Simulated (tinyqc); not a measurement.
Inside a calculation. Method: Pariser-Parr-Pople SCF with singles CI, for the molecule C=CC=CC=C (SMILES; centres numbered as the heavy atoms are written). Computed by tinyqc, a small Python program that keeps every step. Settings: charge = 0, gamma = Ohno, start = huckel, damping = 0.5, iteration cap = 83, excitations kept = 4. Command: `OMP_NUM_THREADS=1 python tinyqc.py 30279 30280 out.jsonl` (the two numbers bound the seeds that draw the settings). One thread of a shared host (Intel(R) Xeon(R) Processor @ 2.60GHz), about 0.01 s of CPU time with the checks. Later iterations appear only in the table of the cycle.

## PPP integrals

Centres (angstrom, eV; a flat drawing with bonds scaled to 1.40 angstrom):
```
centre          x          y  core charge z          W   gamma_rr
1C      -3.045000  -0.196000              1  10.520000  11.800000
2C      -1.799000   0.442000              1  10.520000  11.800000
3C      -0.623000  -0.319000              1  10.520000  11.800000
4C       0.623000   0.319000              1  10.520000  11.800000
5C       1.799000  -0.442000              1  10.520000  11.800000
6C       3.045000   0.196000              1  10.520000  11.800000
```

Resonance integrals (eV):
```
i  j       beta
1  2  -2.690000
2  3  -2.690000
3  4  -2.690000
4  5  -2.690000
5  6  -2.690000
```

Ohno: gamma = 14.399645/sqrt(R^2 + a^2), a = 2 x 14.399645/(gamma_rr + gamma_ss); H_rr = -W_r - sum_(s != r) z_s gamma_rs; H_rs = beta for bonds.

repulsion gamma_rs (eV), lower triangle:
```
           1C         2C         3C         4C         5C         6C
1C  11.800000
2C   7.753954  11.800000
3C   5.304045   7.751103  11.800000
4C   3.692386   5.304045   7.753954  11.800000
5C   2.879123   3.691463   5.304045   7.751103  11.800000
6C   2.313784   2.879123   3.692386   5.304045   7.753954  11.800000
```

core matrix H (eV), lower triangle:
```
            1C          2C          3C          4C          5C          6C
1C  -32.463292
2C   -2.690000  -37.899688
3C    0.000000   -2.690000  -40.325534
4C    0.000000    0.000000   -2.690000  -40.325534
5C    0.000000    0.000000    0.000000   -2.690000  -37.899688
6C    0.000000    0.000000    0.000000    0.000000   -2.690000  -32.463292
```

## Starting guess

pi electrons, sum of z_r less the charge = 6

Orbitals of the Hueckel matrix of the beta values.

P at the start, lower triangle:
```
           1C         2C         3C        4C        5C        6C
1C   1.000000
2C   0.871119   1.000000
3C   0.000000   0.483435   1.000000
4C  -0.387685   0.000000   0.784851  1.000000
5C   0.000000  -0.086268   0.000000  0.483435  1.000000
6C   0.301417   0.000000  -0.387685  0.000000  0.871119  1.000000
```

## Iteration 1: Fock matrix

F_rr = H_rr + P_rr gamma_rr / 2 + sum_(s != r) P_ss gamma_rs; F_rs = H_rs - P_rs gamma_rs / 2; E = tr P (H + F) / 2 + core repulsion sum_(r<s) z_r z_s gamma_rs.

F (eV), lower triangle:
```
           1C         2C         3C         4C         5C         6C
1C  -4.620000
2C  -6.067309  -4.620000
3C   0.000000  -4.563576  -4.620000
4C   0.715741   0.000000  -5.732850  -4.620000
5C   0.000000   0.159227   0.000000  -4.563576  -4.620000
6C  -0.348707   0.000000   0.715741   0.000000  -6.067309  -4.620000
```

pi energy = -74.975072 eV

## Iteration 1: orbitals and new P

Diagonalise F (the basis is taken as orthonormal) and form P = 2 sum c c over the lowest orbitals; 0.5 of the old P is kept.

orbital energies (eV): -13.701662  -11.760545  -8.601213  -0.638787  2.520545  4.461662

P after iteration 1, lower triangle:
```
           1C         2C         3C        4C        5C        6C
1C   1.000000
2C   0.886582   1.000000
3C   0.000000   0.455222   1.000000
4C  -0.375006   0.000000   0.806667  1.000000
5C   0.000000  -0.074672   0.000000  0.455222  1.000000
6C   0.268005   0.000000  -0.375006  0.000000  0.886582  1.000000
```

## Iteration 2: Fock matrix

As before.

F (eV), lower triangle:
```
           1C         2C         3C         4C         5C         6C
1C  -4.620000
2C  -6.127258  -4.620000
3C   0.000000  -4.454236  -4.620000
4C   0.692333   0.000000  -5.817428  -4.620000
5C   0.000000   0.137825   0.000000  -4.454236  -4.620000
6C  -0.310053   0.000000   0.692333   0.000000  -6.127258  -4.620000
```

pi energy = -75.034172 eV

## Iteration 2: orbitals and new P

As before.

orbital energies (eV): -13.692236  -11.757121  -8.674541  -0.565459  2.517121  4.452236

P after iteration 2, lower triangle:
```
           1C         2C         3C        4C        5C        6C
1C   1.000000
2C   0.897841   1.000000
3C   0.000000   0.433849   1.000000
4C  -0.364661   0.000000   0.822953  1.000000
5C   0.000000  -0.066500   0.000000  0.433849  1.000000
6C   0.243547   0.000000  -0.364661  0.000000  0.897841  1.000000
```

## Convergence

Stop when output and input P, before any damping, agree to 1e-7.

Course of the cycle:
```
iteration        E (eV)  largest |P(out) - P(in)|
1          -74.97507237                  6.68e-02
2          -75.03417248                  4.89e-02
3          -75.07949816                  3.58e-02
4          -75.11101218                  2.62e-02
5          -75.13171301                  1.92e-02
6          -75.14481625                  1.40e-02
7          -75.15289736                  1.03e-02
8          -75.15778639                  7.61e-03
9          -75.16070106                  5.68e-03
10         -75.16241868                  4.23e-03
11         -75.16342151                  3.15e-03
...                 ...                       ...
36         -75.16478046                  1.90e-06
37         -75.16478046                  1.41e-06
38         -75.16478046                  1.05e-06
39         -75.16478046                  7.78e-07
40         -75.16478046                  5.78e-07
41         -75.16478046                  4.30e-07
42         -75.16478046                  3.19e-07
43         -75.16478046                  2.37e-07
44         -75.16478046                  1.76e-07
45         -75.16478046                  1.31e-07
46         -75.16478046                  9.73e-08
```

Converged in 46 iterations.

## Converged orbitals

Charges are z - P_rr.

orbital energies (eV): -13.656213  -11.742305  -8.886147  -0.353853  2.502305  4.416213

coefficients:
```
         MO1        MO2        MO3        MO4        MO5        MO6
1C  0.256541   0.453773   0.477783   0.477783  -0.453773   0.256541
2C  0.410025   0.511294   0.265440  -0.265440   0.511294  -0.410025
3C  0.515816   0.180746  -0.448626  -0.448626  -0.180746   0.515816
4C  0.515816  -0.180746  -0.448626   0.448626  -0.180746  -0.515816
5C  0.410025  -0.511294   0.265440   0.265440   0.511294   0.410025
6C  0.256541  -0.453773   0.477783  -0.477783  -0.453773  -0.256541
```

pi charges: 1C 0.000000, 2C 0.000000, 3C 0.000000, 4C 0.000000, 5C 0.000000, 6C 0.000000

## Singles CI, singlets

Over the 4 single excitations with the smallest orbital gaps: A = (e_a - e_i) delta + 2 (ia|jb) - (ij|ab), with (pq|rs) = sum c_mp c_mq gamma_mn c_nr c_ns. f = 2/3 w |mu|^2 in atomic units, mu = sqrt2 sum c_ia sum_m c_mi c_ma R_m.

singlet CI matrix (eV), lower triangle:
```
          3>4        3>5       2>4       1>4
3>4  4.726842
3>5  0.000000   7.032877
2>4  0.000000  -0.094028  7.032877
1>4  0.109850   0.000000  0.000000  8.226180
```

singlet excitation energies (eV): 4.723397  6.938849  7.126905  8.229625

oscillator strengths: 1.649596  0.000000  0.000000  0.017462

## Singles CI, triplets

Over the 4 single excitations with the smallest orbital gaps: A = (e_a - e_i) delta - (ij|ab), with (pq|rs) = sum c_mp c_mq gamma_mn c_nr c_ns.

triplet CI matrix (eV), lower triangle:
```
          3>4       3>5       2>4       1>4
3>4  2.245419
3>5  0.000000  5.342447
2>4  0.000000  1.596402  5.342447
1>4  0.442383  0.000000  0.000000  6.798160
```

triplet excitation energies (eV): 2.202832  3.746046  6.840747  6.938849
